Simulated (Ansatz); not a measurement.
Geometry optimisation, RKS PBE0-D4/cc-pVDZ in Ansatz.

Input:

```yaml
crystal:
  periodic: [false, false, false]
  atoms:
    - { symbol: C, position_ang: [-0.32084, -0.56115, 0.9775] }
    - { symbol: C, position_ang: [-0.32975, 0.16944, -0.09209] }
    - { symbol: S, position_ang: [1.40087, -0.42534, -0.03958] }
    - { symbol: H, position_ang: [-1.22597, -0.67498, 1.57406] }
total_charge: -1
basis:
  gaussian: { orbitals: cc-pVDZ }
hamiltonian:
  xc: pbe0
  dispersion: d4
relax:
  f_tol: 0.02
  max_steps: 50
```

Command:

```bash
$ ansatz run input.yaml --threads 1 --pin off --max-ram 2048MiB --backend cpu --events-out ev --progress --plain --runs-dir out
```

Question: Where does it end, and by what steps?

Answer: The forces met the threshold. Limits of this set-up: an anion without diffuse functions, the dipole of an ion depends on the origin. After 8 steps the energy has fallen by 1.255 eV; S3 moved furthest, 0.37 Å.

```csv
step,energy less start (eV),largest force component (eV/Å),accepted
0,0.0000,1.817,yes
1,-0.5840,1.217,yes
2,-1.1470,1.175,yes
3,-1.2329,0.739,yes
4,-1.2380,0.697,yes
5,-1.2526,0.177,yes
6,-1.2546,0.062,yes
7,-1.2548,0.064,yes
8,-1.2548,0.001,yes
```

```xyz
4
Properties=species:S:1:pos:R:3
C -0.390 -0.407 0.783
C -0.512 0.354 -0.276
S 1.341 -0.616 0.269
H -0.915 -0.823 1.644
```

Whether the end is a true minimum wasn't checked by a vibrational analysis.

Run time: 12 s on 1 thread of Arm Neoverse V1 (shared host), peak memory 0.1 GiB.
